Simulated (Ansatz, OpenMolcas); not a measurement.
**Heat of formation of BNH3 (SMILES B[NH]) from total energies**

The species is BNH3 (5 atoms), meant as a doublet with charge 0. As SMILES, `B[NH]`. The coordinates come from a PBE0-D4/def2-TZVP relaxation.

Total energies at UB3LYP/def2-TZVPP (OpenMolcas 26.06); the atoms run unrestricted:

```
species    state  energy (Eh)
   BNH3  doublet   -81.393858
      B  doublet   -24.663920
      N  quartet   -54.603977
      H  doublet    -0.502154
```

Harmonic wavenumbers at UPBE0-D4/def2-TZVP, in cm⁻¹: 155, 300, 750, 914, 1070, 1403, 2475, 2557, 3787.

Measured heats of formation of the gaseous atoms at 298.15 K, in kJ/mol: B 570.3, N 472.4, H 218.0. Take 1 Eh = 2625.50 kJ/mol, 1 cm⁻¹ = 0.0119627 kJ/mol, RT = 2.479 kJ/mol.

Task: What heat of formation follows?

Result: 
1. Electronic atomisation energy: (-24.663920) + (-54.603977) + 3 × (-0.502154) − (-81.393858) = 0.619499 Eh = 1626.5 kJ/mol.
2. Zero-point energy: half the sum of the wavenumbers, 6705.5 cm⁻¹ = 80.2 kJ/mol.
3. Thermal vibrational enthalpy, Σ hcν̃/(exp(hcν̃/kT) − 1): 3.2 kJ/mol. Translation, rotation and pV of a non-linear molecule: 4 RT = 9.9 kJ/mol.
4. The 5 free atoms carry 5/2 RT each: 31.0 kJ/mol.
5. Atomisation enthalpy at 298 K: 1626.5 − 80.2 − 3.2 − 9.9 + 31.0 = 1564.2 kJ/mol.
6. Sum of the atoms' heats of formation: 1696.7 kJ/mol. Heat of formation: 1696.7 − 1564.2 = +132.5 kJ/mol.

No measured value is set beside it here. Anharmonicity and any spin-orbit splitting of the molecule are left out.
